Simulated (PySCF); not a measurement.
# Computed properties of hydrogen fluoride (FH), SMILES F

hydrogen fluoride (FH), SMILES F. Geometry optimised at B3LYP-D3(BJ)/def2-TZVPD. The values are those of a single conformer. All values are computed for the isolated molecule unless a solvent is named; none is compared with measurement here.

**Structure.** The optimised structure has C∞v symmetry. All 1 harmonic modes at B3LYP-D3(BJ)/def2-TZVPD (PySCF) are real, so it is a minimum.

**Vibrations.** The strongest infrared lines (harmonic, unscaled, degenerate partners summed) lie at 4068 cm⁻¹ (110 km/mol, H 95 %). The softest mode is at 4068 cm⁻¹ and the zero-point energy is 5.8 kcal/mol.

**Electronic structure.** ωB97X/def2-TZVPD (PySCF) places the frontier levels at -14.42 and 2.30 eV, a gap of 16.72 eV, and gives a dipole moment of 1.82 D and a mean polarisability of 5.8 bohr³. PBE/def2-TZVPD (PySCF) at the same geometry gives -9.63 and -0.57 eV, so its gap is 7.66 eV narrower. An orbital gap is neither the optical nor the fundamental gap.

**Excitations.** TDA-CAM-B3LYP/def2-TZVPD (PySCF) has S1 at 9.90 eV (125 nm, f = 0.063, bright); the most intense of the 10 singlets computed lies at 14.57 eV (f = 0.07). Strengths of degenerate partners are summed. T1 (TDA) is at 9.38 eV, 0.52 eV under S1. TDA-PBE/def2-TZVPD (PySCF) puts S1 at 9.24 eV. No vertical singlet excitation falls in the visible range (under 3.1 eV).

**NMR.** GIAO shifts at B3LYP/pcSseg-2 (PySCF) (non-relativistic, atoms alike by connectivity averaged): ¹H at 2.6 ppm against TMS; ¹⁹F at -247.4 ppm against CFCl3.

**Solvation.** SMD-M06-2X/6-31G* (PySCF) gives -4.3 kcal/mol in water, -5.3 kcal/mol in N,N-dimethylformamide, -5.2 kcal/mol in dimethylsulfoxide (1 M in both phases, gas-phase geometry); of these solvents N,N-dimethylformamide holds the molecule best.
